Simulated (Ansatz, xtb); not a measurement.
**A geometry optimisation of C2H2FS with r2SCAN-D4/def2-SVP**

The starting geometry of this gas-phase doublet was built from a drawn formula by distance geometry and a force field; its bonds are those of `[CH][C@H](F)[S]`.

```
atom    x (Å)    y (Å)    z (Å)
   C  -1.5051   1.1967  -0.5874
   C  -0.0970   1.4714  -0.9561
   F  -0.0154   2.3944  -1.8518
   S   0.5034  -0.1093  -1.6943
   H  -2.5297   1.0488  -0.4200
   H   0.5016   1.7741  -0.0499
```

Task: Predict what it relaxes into with r2SCAN-D4/def2-SVP.

Result: It rearranges to `F[C@H]1[CH]S1`. Contacts that close: C1–S4 (2.64 → 1.74 Å).

The energy falls by 2.84 eV over 11 steps:

```json
{"step": "1", "E − E(last) (eV)": "2.836"}
{"step": "2", "E − E(last) (eV)": "2.195"}
{"step": "3", "E − E(last) (eV)": "1.370"}
{"step": "4", "E − E(last) (eV)": "0.583"}
{"step": "5", "E − E(last) (eV)": "0.148"}
{"step": "7", "E − E(last) (eV)": "0.018"}
{"step": "8", "E − E(last) (eV)": "0.007"}
{"step": "9", "E − E(last) (eV)": "0.004"}
{"step": "10", "E − E(last) (eV)": "0.000"}
{"step": "11", "E − E(last) (eV)": "0.000"}
```

Final geometry (Å):

```yaml
atoms:
  - { symbol: C, position_ang: [-1.2363, 0.8399, -0.5646] }
  - { symbol: C, position_ang: [-0.0786, 1.6304, -0.8604] }
  - { symbol: F, position_ang: [-0.1319, 2.5926, -1.8094] }
  - { symbol: S, position_ang: [-0.0953, -0.1446, -1.4349] }
  - { symbol: H, position_ang: [-2.2973, 0.9980, -0.7726] }
  - { symbol: H, position_ang: [0.6971, 1.8598, -0.1175] }
```

From the same start GFN2-xTB reaches the same bonding as this run.

The end wasn't checked by frequencies. Open shells are spin-unrestricted. Run with Ansatz 0.2.0, 3.7 min on 1 thread of AMD EPYC (Zen 3) (shared host).
